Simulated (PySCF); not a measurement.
Functional benchmark on one molecule

Molecule: SMILES O=CO, CH2O2.

Cartesian coordinates in Å; atom numbers follow the order of the lines, from 1:
```xyz
5

O    -1.331   -0.102    0.005
C    -0.168   -0.379   -0.005
O     0.829    0.504    0.003
H     0.244   -1.410   -0.021
H     0.426    1.387    0.017
```

Geometry PBE0-D3(BJ)/def2-SVP throughout; GIAO in PySCF 2.14.0 with density-fitted response routines, gas phase, one conformer, non-relativistic; equivalent atoms averaged; basis pcSseg-2.

Reference values (CCSD(T)/cc-pVQZ; gas (isolated, no vibration); M. Maurer, PhD thesis, LMU Munich (Maurer, Ochsenfeld, JCTC 2015 SI; set of Flaig et al., JCTC 2014, 10, 572)): δ(C2) = 161.2 ppm, δ(O3) = 191.0 ppm vs H2O (same level), δ(O1) = 411.1 ppm vs H2O (same level). Computed shifts are taken against TMS, H2O, calculated as an isolated molecule at each level.

Q: How do the functionals HF, LDA, PBE, BLYP, BP86, OPBE, KT2, KT3, B97-D, B3LYP, PBE0, mPW1PW91, WP04, B97-2, BHandHLYP, CAM-B3LYP, wB97X-D, LC-wPBE perform against the reference? Times are CPU seconds on shared hosts with different chips, so compare them loosely; the GGAs took longer than the global hybrids here, which isn't the general rule, and the cause wasn't traced.

A: 
| functional | kind | C2 | O3 | O1 | abs. error C | mean abs. error O | core-s |
| --- | --- | --- | --- | --- | --- | --- | --- |
| HF | Hartree–Fock | 168.1 | 174.8 | 418.0 | 6.9 | 11.5 | 1.2 |
| LDA | LDA | 168.6 | 236.2 | 450.0 | 7.4 | 42.0 | 4 |
| PBE | GGA | 163.2 | 225.3 | 431.9 | 2.0 | 27.5 | 4.7 |
| BLYP | GGA | 163.0 | 225.0 | 432.2 | 1.8 | 27.5 | 4.8 |
| BP86 | GGA | 162.8 | 222.9 | 428.3 | 1.6 | 24.5 | 4.7 |
| OPBE | GGA | 158.5 | 216.2 | 416.3 | 2.7 | 15.2 | 4.7 |
| KT2 | GGA | 155.8 | 213.8 | 406.3 | 5.4 | 13.8 | 4.7 |
| KT3 | GGA | 154.2 | 210.2 | 402.1 | 7.0 | 14.1 | 4.6 |
| B97-D | GGA | 159.1 | 215.6 | 414.1 | 2.1 | 13.8 | 4.6 |
| B3LYP | global hybrid | 166.4 | 214.3 | 435.5 | 5.2 | 23.8 | 2.8 |
| PBE0 | global hybrid | 167.0 | 211.5 | 434.7 | 5.8 | 22.0 | 2.7 |
| mPW1PW91 | global hybrid | 167.1 | 210.8 | 435.0 | 5.9 | 21.8 | 2.8 |
| WP04 | global hybrid | 166.9 | 206.0 | 424.0 | 5.7 | 13.9 | 3.6 |
| B97-2 | global hybrid | 163.8 | 207.5 | 422.6 | 2.6 | 14.0 | 3.4 |
| BHandHLYP | global hybrid | 169.1 | 199.2 | 434.9 | 7.9 | 16.0 | 3.3 |
| CAM-B3LYP | range-separated hybrid | 170.2 | 210.9 | 439.0 | 9.0 | 23.9 | 4.5 |
| wB97X-D | range-separated hybrid | 168.5 | 207.4 | 434.2 | 7.3 | 19.7 | 4.7 |
| LC-wPBE | range-separated hybrid | 173.7 | 204.7 | 434.5 | 12.5 | 18.5 | 7 |

For ¹³C the closest is BP86 (1.6 ppm, with BLYP practically level) and the furthest LC-wPBE (12.5 ppm).

For ¹⁷O the closest is HF (11.5 ppm) and the furthest LDA (42.0 ppm). One molecule is a small sample, and the reference may use another geometry.
